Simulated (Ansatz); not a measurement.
## Ga–GaH–Ga⁺, doublet: the ladder up to UCCSDT(Q)

Geometry: that of the Ga–GaH–Ga, singlet, kept fixed.

```yaml
atoms:
  - { symbol: Ga, position_ang: [0.0000, -0.2532, -2.5966] }
  - { symbol: Ga, position_ang: [0.0000, 0.4759, 0.0000] }
  - { symbol: Ga, position_ang: [0.0000, -0.2532, 2.5966] }
  - { symbol: H, position_ang: [0.0000, 2.1032, 0.0000] }
```

Basis cc-pVTZ; Ansatz 0.2.0. Only valence electrons are correlated (noble-gas cores and the filled d shells of p-block atoms frozen), which leaves 9 electrons in 101 orbitals. Prefix R: restricted or restricted open-shell reference; prefix U: unrestricted. Active spaces: valence = (9e, 13o) chosen from the atoms' valence shells. No spin–orbit coupling is included, and no scalar relativity.

Full CI isn't at hand for all of this; UCCSDT(Q) serves as the reference, and is uncertain by the last step of the cluster series or more. The frozen core follows each run's orbitals, which can shift R against U totals by a few meV for light atoms and by up to 0.1 eV past Ca.

Unrestricted rows (U) aren't spin-pure: their determinants' ⟨S²⟩ exceeds S(S+1) by up to 0.15, so they mix in states of higher spin.

* UHF ⟨S²⟩: 0.901
* T1 diagnostic (RCCSD): 0.0340
* largest doubles amplitude (RCCSD): 0.070
* T1 diagnostic (UCCSD): 0.0347

```csv
level,E − E(UCCSDT(Q)) (meV),wall time
UHF,4976,–
UMP2,1334,–
UCCSD,222,–
UCCSD(T),53,31 s (H100)
UCCSDT,11,–
```

Run but not shown, since their state, orbitals or frozen core can't be matched to the reference's or they repeat it: RHF, RMP2, RCCSD, RCCSD(T), BCCD(T), RCCSDT, RCCSDT(Q), CASSCF (valence space), NEVPT2 (valence space).

Times hold each run's SCF and search for its determinant on a shared host, so for small cases they say little of a method's own cost. Some runs computed forces too.

Natural occupations of CASSCF (valence space) about the gap: 1.971 1.947 1.924 1.876 0.994 0.058 0.044 0.040 0.040 0.037; effectively unpaired electrons, Σ n²(2−n)², 1.13.
